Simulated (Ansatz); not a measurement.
**CHOSi (doublet): the correlation ladder, cc-pVTZ**

An exercise on one series of results from a longer session: the logs are not shown, and one member is left open.

Method: cc-pVTZ, core rule «outside noble gas», up to 7 orbitals frozen; program: Ansatz 0.2.0, Gaussian basis.

To be run: UHF; CCSD(T) on ROHF; CCSD(T) on UHF; BCCD(T) on ROHF; CCSDT(Q) on ROHF; CCSDT(Q) on UHF.

5 further runs of the same task are left out: 5 set aside as unsound or not needed.

## What is computed

The geometry is a PBE0/def2-TZVP stationary point (not a proven minimum).

4 atoms, charge 0, spin multiplicity 2.

Atoms are counted from 1 here; the program's logs count them from 0.

Bond lengths: C1–Si2 1.734 Å, C1–H4 1.091 Å, Si2–O3 1.512 Å. Angles: Si2–C1–H4 122.7°, C1–Si2–O3 156.4°.

Coordinates:

```
C     0.0000   -0.2525    1.7044
Si    0.0000    0.1531    0.0188
O     0.0000   -0.1108   -1.4695
H     0.0000    0.5015    2.4924
```

Set-up of the first run:

in.yaml

```yaml
crystal:
  periodic: [false, false, false]
  atoms:
    - {symbol: C, position_ang: [0.000000, -0.252496, 1.704393]}
    - {symbol: Si, position_ang: [0.000000, 0.153083, 0.018811]}
    - {symbol: O, position_ang: [0.000000, -0.110768, -1.469523]}
    - {symbol: H, position_ang: [0.000000, 0.501477, 2.492415]}
basis:
  gaussian: {orbitals: cc-pVTZ}
magnetization: {spin_polarized: true, initial_magnetization: 1}
hamiltonian: {xc: hf}
output: {orbitals: {seedname: orbitals}}
```

The run is started by

```sh
$ ansatz run in.yaml --threads 1 --pin off --events-out ev --progress --plain --max-ram 4096MiB --backend cpu
```

Among the steps run: UHF; CCSD(T) on ROHF; CCSD(T) on UHF; BCCD(T) on ROHF; CCSDT(Q) on ROHF; CCSDT(Q) on UHF.

One table of the session follows, with a row left open; its other results are not shown here.

It belongs to the step «Misses and costs». 

| method | from RCCSDT(Q) (meV) |
| --- | --- |
| ROHF | +14359.0 |
| RMP2 | +1118.3 |
| UMP2 | +1545.6 |
| RCCSD | ? |
| UCCSD | +863.8 |
| RCCSD(T) | +88.8 |
| UCCSD(T) | +116.4 |
| BCCD(T) | +82.0 |
| RCCSDT | +57.8 |
| UCCSDT | +61.9 |
| RCCSDT(Q) | 0 |
| UCCSDT(Q) | -21.5 |

**Question.** Estimate the row for RCCSD.

**Answer.** from RCCSDT(Q) (meV): +833.3. In the column «from RCCSDT(Q) (meV)» it lies between UCCSD(T) (+116.4) and UCCSD (+863.8).

Left out of the table: UHF (another determinant or state than the rows shown).

Caveats from the session: The determinant is far from a pure spin state, so its energy mixes those of several spin states (harmless only where they are near-degenerate, as at dissociation). Warnings: spin contamination; coupled cluster took another determinant than the lowest. Restricted and unrestricted rows rest on different reference determinants; where their highest levels disagree by more than a few hundredths of an eV, they describe different states and don't form one ladder.
